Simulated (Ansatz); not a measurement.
Harmonic frequencies (cm⁻¹) at PBE0-D4/def2-TZVP from Ansatz: 53, 121, 130, 182, 223, 354, 395, 451, 751, 785, 933, 937, 977, 1011, 1035, 1058, 1080, 1251, 1287, 1344, 1347, 1389, 1392, 1404, 1459, 1464, 1467, 1477, 1488, 1489, 1498, 2957, 2962, 3024, 3044, 3056, 3057, 3064, 3106, 3108, 3118, 3122.

Each molecule was computed in one conformer, which needn't be the lowest.

(1) Which molecule is it?
A. `CC[C](C)C`•
B. `CN=S=O`
C. `P#P`
D. `ClCCCCCl`

## Answers

(1) A.
